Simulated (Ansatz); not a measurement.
Rock-salt ZrC, treated with HSE06 (plane waves, PAW; Ansatz, a quantum-chemistry and plane-wave program).

Settings: plane-wave cutoff 460 eV, 10×10×10 k mesh, Fermi–Dirac smearing 0.05 eV, scalar-relativistic PAW data made under PBE.

Cell (relaxed at this level):

```cif
data_C4Zr4
_chemical_formula_sum 'Zr4 C4'
_space_group_name_H-M_alt 'Fm-3m'
_space_group_IT_number 225
_space_group_name_Hall '-F 4 2 3'
_cell_length_a 4.69111
_cell_length_b 4.69111
_cell_length_c 4.69111
_cell_angle_alpha 90.000
_cell_angle_beta 90.000
_cell_angle_gamma 90.000
loop_
_atom_site_label
_atom_site_type_symbol
_atom_site_symmetry_multiplicity
_atom_site_Wyckoff_symbol
_atom_site_fract_x
_atom_site_fract_y
_atom_site_fract_z
_atom_site_occupancy
Zr1 Zr 4 a 0.00000 0.00000 0.00000 1
C1 C 4 b 0.50000 0.50000 0.50000 1
```
(The calculation used a cell of 2 atoms; values per cell refer to that cell.)

Question: What does this level give for the bulk modulus B0 and pressure derivative B′ of the bulk modulus?

Answer: 
* **bulk modulus B0**: 237 GPa
* **pressure derivative B′ of the bulk modulus**: 3.9

Measured, for comparison: bulk modulus 223 GPa (temperature not stated, no zero-point or thermal correction, from single-crystal elastic constants, our sources range from 208 to 223; as tabulated in arXiv:1102.4063). Computed (rounded) less measured: bulk modulus +6 % (+6 % to +14 % over the range). A static lattice is as a rule a little smaller and stiffer than an uncorrected measurement, which narrows the difference in the bulk modulus and would widen misses of the other sign.

The computed numbers hold no vibrational or temperature effects.
